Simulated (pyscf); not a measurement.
## Insertion: H₂N–SiH: (SMILES N[SiH]) [singlet] + H₂O (SMILES O) -> H₂N–SiH₂–OH (SMILES N[SiH2]O)

Gas phase, singlet surface, charge 0. Bonds broken: O6–H7. Bonds formed: Si2–O6, Si2–H7. Structures and frequencies: ωB97X-D3(BJ)/def2-SVP in PySCF. Correlated levels are frozen-core, on RHF or UHF. ΔMP2 is the change of the MP2 total energy from the triple- to the quadruple-zeta basis.

Transition state (Å):

```xyz
8

N     -0.1421     1.0681    -0.0246
Si    -0.5618    -0.5920    -0.2113
H     -0.7626     1.7455     0.4021
H      0.6996     1.4908    -0.4001
H      0.3960    -1.0952    -1.2456
O      0.0464    -1.5556     1.3524
H     -1.1944    -1.4545     0.9922
H      0.1681    -0.9251     2.0812
```

One imaginary mode, 1553i cm⁻¹; descent along it reached the two sides named, in the forms told below.

```tsv
bond	change	reactant side (Å)	saddle	product side
O6–H7	breaks	0.968	1.296	2.599
Si2–O6	forms	2.193	1.935	1.673
Si2–H7	forms	2.7	1.610	1.493
```

Electronic energies relative to the separated reactants (kJ/mol):

| level | barrier | reaction energy | reverse barrier |
|---|---|---|---|
| ωB97X-D3(BJ)/def2-TZVP | 69.2 | -276.7 | 345.9 |
| PBE/def2-TZVP | 42.9 | -246.9 | 289.7 |
| r²SCAN/def2-TZVP | 41.6 | -277.6 | 319.3 |
| B3LYP-D3(BJ)/def2-TZVP | 68.5 | -259.4 | 327.9 |
| PBE0-D3(BJ)/def2-TZVP | 57.0 | -266.0 | 323.0 |
| M06-2X/def2-TZVP | 73.7 | -269.4 | 343.0 |
| ωB97M-D3(BJ)/def2-TZVP | 77.5 | -258.2 | 335.6 |
| HF/def2-TZVP | 148.3 | -272.9 | 421.2 |
| MP2/def2-QZVPP | 67.7 | -275.5 | 343.2 |
| CCSD/def2-TZVPP | 99.0 | -256.6 | 355.6 |
| CCSD(T)/def2-TZVPP | 85.5 | -255.6 | 341.1 |
| CCSD(T)/def2-TZVPP + ΔMP2(QZVPP) | 82.6 | -258.3 | 340.9 |

With CCSD(T)/def2-TZVPP + ΔMP2(QZVPP) energies and thermal terms (ideal gas, 1 atm, RRHO with modes under 100 cm⁻¹ raised to 100, one conformer, R ln 2 for rigid chiral ones), in kJ/mol:

```tsv
T (K)	ΔH‡	ΔG‡	ΔH	ΔG
298	74.3	115.4	-257.3	-215.6
600	75.9	156.6	-254.8	-174.1
900	79.0	196.3	-250.1	-134.7
1200	82.6	234.9	-244.7	-97.0
```

On the reactant side the descent ends in an adduct with a O–Si contact, 32.5 kJ/mol under the separated species and 101.7 kJ/mol under the saddle at ωB97X-D3(BJ)/def2-TZVP. What is counted as formed (O–Si) is already present as a longer contact in the reactant adduct; forming that adduct is a step of its own. The same reactants have a lower exit, to NH₃ + HO–SiH: [singlet] (barrier -1.6 kJ/mol at ωB97M-D3(BJ), against +77.5 kJ/mol here). One saddle was located; it need not be the lowest between these sides. The CCSD(T) − MP2 part came from Ansatz, without density fitting, on the same reference.
